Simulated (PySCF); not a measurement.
NO+, NO (charge +1).
SMILES: `N#[O+]`

Method used: CAM-B3LYP/def2-TZVP geometry optimisation, gas phase (PySCF).

Masses are those of the commonest isotopes; rigid-rotor values at the optimised geometry. 

(1) What are the moment of inertia and the rotational constant?

(2) List the first levels of a rigid rotor in a Σ state.

(3) Where do the first rotational lines fall?

(4) Estimate the classical rotational partition function at 100 K, 200 K and 500 K.

Answers

(1) I = 8.264 u·Å², B = 505379 MHz·u·Å²/I = 61153 MHz (2.0398 cm⁻¹, or 2.935 K as hB/k). For two atoms I = μr² with μ = 7.4664 u and r = 1.0521 Å.

(2) E(J) = BJ(J+1): J = 1: 4.080, J = 2: 12.239, J = 3: 24.478, J = 4: 40.797, J = 5: 61.195, J = 6: 85.673 cm⁻¹.

(3) The dipole is 0.39 D (about the centre of mass, as the species is charged); J+1 ← J lies at 2B(J+1): 1 ← 0 at 122.31 GHz, 2 ← 1 at 244.61 GHz, 3 ← 2 at 366.92 GHz, 4 ← 3 at 489.22 GHz, 5 ← 4 at 611.53 GHz, 6 ← 5 at 733.83 GHz.

(4) Point group C∞v, symmetry number σ = 1; q = kT/(σhB), k/h = 20836.6 MHz/K: 34.1 at 100 K, 68.1 at 200 K, 170 at 500 K.

CAM-B3LYP/def2-TZVP frequencies: not computed here. Isolated species at its CAM-B3LYP/def2-TZVP geometry, gas phase. No vibrational averaging or centrifugal distortion is included, and the geometry carries the error of its method.
